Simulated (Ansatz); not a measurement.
**HAlC, triplet: the ladder up to full CI**

Geometry: a point of a breathe scan, not a stationary point.

```yaml
atoms:
  - { symbol: Al, position_ang: [0.0000, 0.0000, 0.1818] }
  - { symbol: C, position_ang: [0.0000, 0.0000, -3.1332] }
  - { symbol: H, position_ang: [0.0000, 0.0000, 2.9514] }
```

Basis 6-31G; Ansatz 0.2.0. Only valence electrons are correlated (noble-gas cores frozen), which leaves 8 electrons in 18 orbitals. R marks a restricted (for open shells ROHF) determinant, U an unrestricted one. Active spaces: pair = (4e, 4o) about the gap; valence = (8e, 9o) chosen from the atoms' valence shells.

Full CI is exact within this basis and frozen core; it isn't the basis-set limit. The frozen core follows each run's orbitals, which can shift R against U totals by a few meV.

Unrestricted rows (U) aren't spin-pure: their determinants' ⟨S²⟩ exceeds S(S+1) by up to 0.72, so they mix in states of higher spin. For open shells CISD and CISDTQ are restricted-active-space CI with the open shells as a complete middle space.

The UHF ⟨S²⟩ is 2.723, the T1 diagnostic (RCCSD) is 0.0529 and the largest doubles amplitude (RCCSD) is 0.238. The T1 diagnostic (UCCSD) is 0.0801.

```json
{"level": "RHF", "E − E(full CI) (kcal/mol)": "72.01", "share of correlation (%)": "0.00", "wall time": "–"}
{"level": "UHF", "E − E(full CI) (kcal/mol)": "59.18", "share of correlation (%)": "17.82", "wall time": "–"}
{"level": "RMP2", "E − E(full CI) (kcal/mol)": "31.00", "share of correlation (%)": "56.95", "wall time": "–"}
{"level": "UMP2", "E − E(full CI) (kcal/mol)": "28.22", "share of correlation (%)": "60.82", "wall time": "–"}
{"level": "CISD", "E − E(full CI) (kcal/mol)": "9.35", "share of correlation (%)": "87.01", "wall time": "5.5 s"}
{"level": "RCCSD", "E − E(full CI) (kcal/mol)": "2.98", "share of correlation (%)": "95.86", "wall time": "–"}
{"level": "UCCSD", "E − E(full CI) (kcal/mol)": "2.83", "share of correlation (%)": "96.08", "wall time": "–"}
{"level": "RCCSD(T)", "E − E(full CI) (kcal/mol)": "1.46", "share of correlation (%)": "97.97", "wall time": "18 s"}
{"level": "UCCSD(T)", "E − E(full CI) (kcal/mol)": "1.46", "share of correlation (%)": "97.97", "wall time": "32 s"}
{"level": "BCCD(T)", "E − E(full CI) (kcal/mol)": "1.40", "share of correlation (%)": "98.06", "wall time": "24 s"}
{"level": "RCCSDT", "E − E(full CI) (kcal/mol)": "0.34", "share of correlation (%)": "99.53", "wall time": "–"}
{"level": "UCCSDT", "E − E(full CI) (kcal/mol)": "0.25", "share of correlation (%)": "99.66", "wall time": "–"}
{"level": "CISDTQ", "E − E(full CI) (kcal/mol)": "0.52", "share of correlation (%)": "99.28", "wall time": "27 s"}
{"level": "RCCSDT(Q)", "E − E(full CI) (kcal/mol)": "0.14", "share of correlation (%)": "99.80", "wall time": "36 s"}
{"level": "UCCSDT(Q)", "E − E(full CI) (kcal/mol)": "0.09", "share of correlation (%)": "99.88", "wall time": "48 s"}
{"level": "RCCSDTQ", "E − E(full CI) (kcal/mol)": "0.02", "share of correlation (%)": "99.97", "wall time": "3.2 min"}
{"level": "UCCSDTQ", "E − E(full CI) (kcal/mol)": "0.01", "share of correlation (%)": "99.98", "wall time": "3.1 min"}
{"level": "CASSCF (pair space)", "E − E(full CI) (kcal/mol)": "48.19", "share of correlation (%)": "33.08", "wall time": "–"}
{"level": "NEVPT2 (pair space)", "E − E(full CI) (kcal/mol)": "20.00", "share of correlation (%)": "72.22", "wall time": "6.5 s"}
{"level": "CASSCF (valence space)", "E − E(full CI) (kcal/mol)": "20.33", "share of correlation (%)": "71.77", "wall time": "–"}
{"level": "NEVPT2 (valence space)", "E − E(full CI) (kcal/mol)": "7.55", "share of correlation (%)": "89.52", "wall time": "15 s"}
{"level": "MRCISD (valence space)", "E − E(full CI) (kcal/mol)": "1.47", "share of correlation (%)": "97.96", "wall time": "–"}
{"level": "MRCISD+Q (valence space)", "E − E(full CI) (kcal/mol)": "1.05", "share of correlation (%)": "98.55", "wall time": "18 s"}
```

The correlation energy at full CI, counted from RHF, is -3.123 eV. That run took 1.9 min on 1 thread of Intel Xeon, shared host over 2,340,352 determinants.

Times hold each run's SCF and search for its determinant on a shared host, so for small cases they say little of a method's own cost; they ran on 1 thread of Intel Xeon.

The full-CI state has the irrep A2 of C2v, in the program's axes (one component, if the state is degenerate).

Natural occupations of full CI about the gap: 1.948 1.905 1.706 0.981 0.981 0.267 0.068 0.052 0.052 0.011; effectively unpaired electrons, Σ n²(2−n)², 2.55.
